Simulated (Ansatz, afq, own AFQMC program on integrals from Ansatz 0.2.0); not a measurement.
GeH4 + CN, doublet in cc-pVDZ along one coordinate

| atom | x (Å) | y (Å) | z (Å) |
| --- | --- | --- | --- |
| Ge | -0.9176 | 0.0000 | 0.0000 |
| H | -1.4290 | 1.4466 | 0.0000 |
| H | -1.4290 | -0.7233 | 1.2528 |
| H | -1.4290 | -0.7233 | -1.2528 |
| H | 0.6168 | 0.0000 | 0.0000 |
| N | 3.2395 | 0.0000 | 0.0000 |
| C | 2.0794 | 0.0000 | 0.0000 |

A hydrogen atom is moved from one rigid fragment to the other; the Ge1–H5 distance tells how far. The two fragments are held close together, so this isn't a minimum-energy path and the start is a compressed complex. Energies in eV count from this geometry (1.534 Å) at the same level; the start stands on ROHF, each point on the determinant named.

Basis cc-pVDZ. Noble-gas cores (and the filled d shells of Ga–Kr and In–Xe) are frozen. Ansatz 0.2.0 and our own AFQMC program on the same integrals; the CISD trial comes from CCSD amplitudes, and released means the phaseless constraint is let go. Error bars are statistical, one sigma. No spin–orbit coupling.

Cautions, each for one point or more: a spin-contaminated unrestricted determinant lies lower; higher spins were not checked; inner d shell frozen; no relativity below Rb; no spin-orbit coupling.

```
r(Ge1–H5) / Å  det.     T1  weight  CCSD(T)   ph-AFQMC/CISD  CCSDT(Q)  r2SCAN    CCSD
        1.641  ROHF  0.022    0.82   -0.295  -0.297 ± 0.009    -0.292  -0.286  -0.299
        1.694  ROHF  0.021    0.82   -0.442  -0.456 ± 0.011    -0.438  -0.421  -0.452
        1.747  ROHF  0.019    0.82   -0.588  -0.615 ± 0.010    -0.584  -0.549  -0.605
```

Weight is that of the determinant in the CISD state; at the start T1 is 0.023 and the weight 0.81. Largest departures from CCSDT(Q), at the points where its series has closed: CCSD(T) -0.004 eV at 1.747 (on ROHF), ph-AFQMC/CISD -0.031 eV at 1.747 (on ROHF), r2SCAN 0.035 eV at 1.747, CCSD -0.021 eV at 1.747 (on ROHF). Functionals count only at points shown to share the start's state and spin. In this small basis the wave-function levels are far from their limit, so their gap to the functionals isn't the functionals' error. In total energy ph-AFQMC/CISD lies 35 ± 6 meV above CCSDT(Q) at the start, so its agreement along the curve rests in part on cancellation.

Some points may be missing: those where a free walk finds a much lower state, and past Zn most of those on another determinant than at the start.

A walk keeps the symmetry of its determinant, which the program's search chose and which needn't be the lowest solution, so a lower state of the same spin and another symmetry isn't excluded.
